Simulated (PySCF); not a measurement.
**Aluminium: a sound run and one with changed settings**

Sound run: Al [Ne] 3s2 3p1, Al⁺ [Ne] 3s2. Calculation: PySCF 2.14, in cc-pVDZ-DK; scalar relativity by spin-free X2C-1e. In the sound run the correlated levels freeze [Ne]. The sound run starts from symmetry-adapted Hartree-Fock orbitals and uses a fine grid where one is needed.

Changed run: no relativity, point nucleus. This setting is unsound on purpose.

| species | method | sound run (hartree) | changed run (hartree) | converged |
| --- | --- | --- | --- | --- |
| Al | UHF | -242.30843 | -241.79286 | yes |
| Al | LDA | -241.73524 | -241.22015 | yes |
| Al | M06-2X | -242.78292 | -242.26745 | yes |
| Al | MP2 | -242.33898 | -241.82340 | yes |
| Al | CCSD(T) | -242.35612 | -241.84058 | yes |
| Al⁺ | UHF | -242.10361 | -241.58769 | yes |
| Al⁺ | LDA | -241.51403 | -240.99854 | yes |
| Al⁺ | M06-2X | -242.57207 | -242.05620 | yes |
| Al⁺ | MP2 | -242.12858 | -241.61267 | yes |
| Al⁺ | CCSD(T) | -242.14201 | -241.62615 | yes |

Ionisation energy of Al:

```json
{"method": "UHF", "sound run (eV)": "5.574", "changed run (eV)": "5.583"}
{"method": "LDA", "sound run (eV)": "6.019", "changed run (eV)": "6.030"}
{"method": "M06-2X", "sound run (eV)": "5.737", "changed run (eV)": "5.748"}
{"method": "MP2", "sound run (eV)": "5.725", "changed run (eV)": "5.734"}
{"method": "SCS-MP2", "sound run (eV)": "5.706", "changed run (eV)": "5.715"}
{"method": "CCSD", "sound run (eV)": "5.808", "changed run (eV)": "5.816"}
{"method": "CCSD(T)", "sound run (eV)": "5.826", "changed run (eV)": "5.835"}
```

Most of the change in total energy is the relativistic energy itself. On top of that the contraction fixes the core shape for the Hamiltonian it was made with, so the changed run is not a good calculation with the other Hamiltonian either.

For comparison, NIST gives 5.986 eV between the lowest levels.
